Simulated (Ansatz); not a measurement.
# ClH₃NSi radical: basis-set convergence

How large a basis does ClH₃NSi radical need? Two functionals are run in growing sets.

Computed with Ansatz 0.2.0, Gaussian basis. Level: one geometry, several basis sets.

Levels to be run: PBE0-D4/def2-SVP; ωB97M-V/def2-SVP; PBE0-D4/def2-QZVPP; ωB97M-V/def2-QZVPP; the functionals' def2-TZVPP values are taken from earlier runs.

## (1) Structure used throughout

The geometry comes from an earlier relaxation with PBE0-D4 in a triple-zeta def2 set; it is a stationary point.

SMILES `[NH][SiH2]Cl`, 6 atoms, charge 0, spin multiplicity 2.

Atoms are counted from 1 here; the program's logs count them from 0.

Bond lengths: N1–Si2 1.739 Å, N1–H4 1.023 Å, Si2–Cl3 2.043 Å, Si2–H5 1.485 Å, Si2–H6 1.485 Å. Angles: Si2–N1–H4 112.4°, N1–Si2–Cl3 109.2°, N1–Si2–H5 110.2°, N1–Si2–H6 110.2°, Cl3–Si2–H5 108.0°, Cl3–Si2–H6 108.0°, H5–Si2–H6 111.2°.

## (2) PBE0-D4 in def2-SVP

Contents of in.yaml:

```yaml
crystal:
  periodic: [false, false, false]
  atoms:
    - {symbol: N, position_ang: [-1.120663, -0.619335, -0.515820]}
    - {symbol: Si, position_ang: [0.327700, 0.083060, 0.143076]}
    - {symbol: Cl, position_ang: [1.532166, -1.405410, 0.854927]}
    - {symbol: H, position_ang: [-1.761413, 0.086832, -0.887651]}
    - {symbol: H, position_ang: [1.072885, 0.808679, -0.916527]}
    - {symbol: H, position_ang: [-0.008577, 0.982074, 1.275894]}
basis:
  gaussian: {orbitals: def2-SVP}
magnetization: {spin_polarized: true, initial_magnetization: 1}
hamiltonian: {xc: pbe0, dispersion: d4}
output: {orbitals: {seedname: orbitals}}
```

Further steps of the session: ωB97M-V in def2-SVP; PBE0-D4 in def2-QZVPP; ωB97M-V in def2-QZVPP.

Before running them: what should the planned runs give, taken together? Wanted: PBE0-D4: double and triple zeta above quadruple; ωB97M-V: double and triple zeta above quadruple.

**Answer**, as computed:

| quantity | value |
| --- | --- |
| PBE0-D4: double and triple zeta above quadruple | 9.88, 0.74 eV |
| ωB97M-V: double and triple zeta above quadruple | 9.89, 0.70 eV |

In words: PBE0-D4 gains 9.14 eV from double to triple zeta, then 0.74 eV more. These are total energies; as a rule much of such shifts cancels in differences, which this series doesn't test.
